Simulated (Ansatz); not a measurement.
bcc Ta, treated with LDA (Ansatz, a first-principles code, PAW).

Settings: plane-wave cutoff 500 eV, 4×4×4 k mesh, Fermi–Dirac smearing 0.1 eV, cell of 54 sites, scalar-relativistic PAW data made under PBE.

Task: What does this level give for the vacancy formation energy and vacancy formation energy before relaxation?

Result: 
- vacancy formation energy: 3.22 eV
- vacancy formation energy before relaxation: 3.61 eV

Measured, for comparison: vacancy formation energy 2.9 ± 0.4 eV (not corrected to a static lattice, monovacancy, our sources range from 2.65 to 3.00; as tabulated in Mehl and Papaconstantopoulos (1996), arXiv:mtrl-th/9602003). Computed (rounded) less measured: vacancy formation energy not scored (sources differ).

Note: energies are extrapolated to zero smearing, and mesh and cell size move such values by some hundredths of an eV or more.

Spin–orbit coupling is not included.

The computed numbers hold no vibrational or temperature effects.

It cost about 29 core-minutes (a rough figure) of CPU time.
